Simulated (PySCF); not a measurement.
One of the candidates below gave these computed data.

All candidates are C6H12.

| technique | computed result |
| --- | --- |
| Triplet | lowest triplet excitation (Tamm–Dancoff): 4.44 eV [TDA wB97X-D/def2-SVPD] |
| Polarisability | 75.3 au [wB97X-D/def2-SVPD] |
| UV, first state | lowest singlet excitation: 7.13 eV (174 nm, f = 0.029) [TDDFT wB97X-D/def2-SVPD] |
| Dipole | 0.51 D [wB97X-D/def2-SVPD] |
| UV, strongest line | among the 10 lowest singlet transitions: S2 at 7.21 eV (172 nm, f = 0.425) [TDDFT wB97X-D/def2-SVPD] |
| 1H NMR | chemical shifts (computed TMS as zero) by class: 4.92 (1 H), 4.73 (1 H), 2.27 (1 H), 1.70 (3 H), 1.05 (6 H) ppm [GIAO KT2/pcSseg-1] |
| Couplings | largest of the computed one-bond spin–spin couplings (means over like bonds): 13C–1H +165.2, 13C–1H +165.1, 13C–1H +132.5 (×3), 13C–1H +132.5 (×6), 13C–1H +132.3, 13C–13C +78.2, 13C–13C +44.7, 13C–13C +42.2 Hz [B3LYP/pcJ-1, spin–dipole term left out] |
| Valence photoelectron | vertical ionisation energy: 9.09 eV [ΔSCF wB97X-D/def2-SVPD] |
| Rotational structure | rotational constants A, B, C: 4.433, 2.542, 2.443 GHz [PBE0-D3(BJ)/def2-SVP] |
| 13C NMR | chemical shifts (computed TMS as zero) by class: 151.0 (1 C), 107.4 (1 C), 42.8 (1 C), 23.7 (2 C), 17.3 (1 C) ppm [GIAO KT2/pcSseg-1] |

The electronic properties come from PySCF, for the isolated species, density fitting. Levels stand in brackets. Isolated species at its PBE0-D3(BJ)/def2-SVP geometry (one conformer only). Each NMR value is the plain mean over a class of atoms that symmetry, rotation or inversion makes alike.

Question: Which candidate is it?
A. `C/C=C/CCC` (trans-2-hexene)
B. `CCC=C(C)C` (2-methyl-2-pentene)
C. `C=C(C)C(C)C` (2,3-dimethyl-1-butene)

Answer: C. It is `C=C(C)C(C)C`. Numbering: `[CH2:1]=[C:2]([CH3:3])[CH:4]([CH3:5])[CH3:6]`. Its formula, C6H12, gives 1 degree of unsaturation: 0 rings and 1 π bond in the structure found. 6 carbons fall into 5 classes; from least to most shielded: fully substituted alkene carbon [C2] (151.0 ppm), terminal =CH2 carbon [C1] (107.4 ppm), allylic carbon [C4] (42.8 ppm), methyl carbon [C5/C6] (23.7 ppm, 2 C), allylic carbon [C3] (17.3 ppm). Hydrogen classes from least to most shielded: 1 H on a terminal =CH2 carbon, C1 (4.92 ppm), 1 H on a terminal =CH2 carbon, C1 (4.73 ppm), 1 H on an allylic carbon, C4 (2.27 ppm), 3 H on an allylic carbon, C3 (1.70 ppm), 6 H on 2 methyl carbons, C5/C6 (1.05 ppm). The couplings run between: +165.2 Hz, terminal =CH2 carbon [C1] and its hydrogen; +165.1 Hz, terminal =CH2 carbon [C1] and its hydrogen; +132.5 Hz, allylic carbon [C3] and its hydrogen (with 2 like pairs); +132.5 Hz, methyl carbon [C5] and its hydrogen (with 5 like pairs); +132.3 Hz, allylic carbon [C4] and its hydrogen; +78.2 Hz, terminal =CH2 carbon [C1] and fully substituted alkene carbon [C2]; +44.7 Hz, fully substituted alkene carbon [C2] and allylic carbon [C3]; +42.2 Hz, fully substituted alkene carbon [C2] and allylic carbon [C4]. The first electron is taken from the HOMO, whose largest Löwdin shares are 0.39 on the terminal =CH2 carbon, 0.32 on the fully substituted alkene carbon, 0.07 on an allylic carbon and 0.04 on an allylic carbon. By its constants the optimised geometry is an asymmetric top.

The others, at the same levels:
- `CCC=C(C)C` fails: it has 6 carbon classes against 5; its computed 13C shifts are 129.6 (1 C), 126.5 (1 C), 28.5 (1 C), 26.7 (1 C), 18.0 (1 C), 17.0 (1 C) ppm, 1H shifts are 5.28 (1 H), 2.09 (2 H), 1.71 (3 H), 1.68 (3 H), 0.92 (3 H) ppm and rotational constant A is 6.455 GHz (against 4.433 GHz).
- `C/C=C/CCC` fails: it has 6 carbon classes against 5; its computed 13C shifts are 130.2 (1 C), 126.7 (1 C), 39.5 (1 C), 26.0 (1 C), 21.6 (1 C), 14.7 (1 C) ppm, 1H shifts are 5.52 (1 H), 5.28 (1 H), 2.07 (2 H), 1.77 (3 H), 1.35 (2 H), 0.86 (3 H) ppm and rotational constant A is 7.241 GHz (against 4.433 GHz).

Each candidate is one conformer, not necessarily the lowest. The conformers computed, where there is a choice (atom-mapped SMILES and torsion angles):
- `[CH2:1]=[C:2]([CH3:3])[CH:4]([CH3:5])[CH3:6]`: C1–C2–C4–C5 112°
- `[CH3:1][CH2:2][CH:3]=[C:4]([CH3:5])[CH3:6]`: C1–C2–C3–C4 -113°
- `[CH3:1]/[CH:2]=[CH:3]/[CH2:4][CH2:5][CH3:6]`: C2–C3–C4–C5 -120°, C3–C4–C5–C6 65°
